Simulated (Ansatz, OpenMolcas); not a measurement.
# From Ansatz to OpenMolcas

This Ansatz 0.2.0 job computes CH6Si (methylsilane):

input.yaml:
```yaml
crystal:
  periodic: [false, false, false]
  atoms:
    - {symbol: C, position_ang: [-0.181500, 0.239740, -0.940300]}
    - {symbol: Si, position_ang: [0.162420, -0.214550, 0.841500]}
    - {symbol: H, position_ang: [-1.240470, 0.112510, -1.175580]}
    - {symbol: H, position_ang: [0.395470, -0.391420, -1.619800]}
    - {symbol: H, position_ang: [0.086600, 1.280720, -1.133860]}
    - {symbol: H, position_ang: [-0.624960, 0.646220, 1.765390]}
    - {symbol: H, position_ang: [1.605560, -0.040010, 1.159870]}
    - {symbol: H, position_ang: [-0.203110, -1.633210, 1.102780]}
basis:
  gaussian:
    orbitals: def2-TZVP
hamiltonian:
  xc: hf
accuracy: high
output:
  orbitals: {seedname: orbitals}
```

```bash
$ ansatz run input.yaml --threads 1 --pin off --max-ram 3480MiB --events-out events.jsonl --progress --plain --runs-dir runs
```

Geometry: relaxed at PBE0-D4/def2-TZVP.

It gives a total energy of -330.319868 Eh.

Translate the job to OpenMolcas 26.06 as an input file of the program's own, asking for the gradient.

For example:

job.inp:
```
&gateway
 baslib=$CurrDir
 coord
 8
 angstrom
 C       -0.181500       0.239740      -0.940300
 Si       0.162420      -0.214550       0.841500
 H       -1.240470       0.112510      -1.175580
 H        0.395470      -0.391420      -1.619800
 H        0.086600       1.280720      -1.133860
 H       -0.624960       0.646220       1.765390
 H        1.605560      -0.040010       1.159870
 H       -0.203110      -1.633210       1.102780
 basis=def2-TZVP
 group=NoSym

&seward

&scf
 thresholds=1e-10 1e-07 1e-07 1e-05
 prorbitals=1 1

&alaska
```

```bash
$ export MOLCAS_MEM=1860
$ pymolcas job.inp > job.log
```

(Basis files named in the input come from the Basis Set Exchange and aren't shown.)

Its energy is -330.319868 Eh, the same as the first but for the last digit, at most.
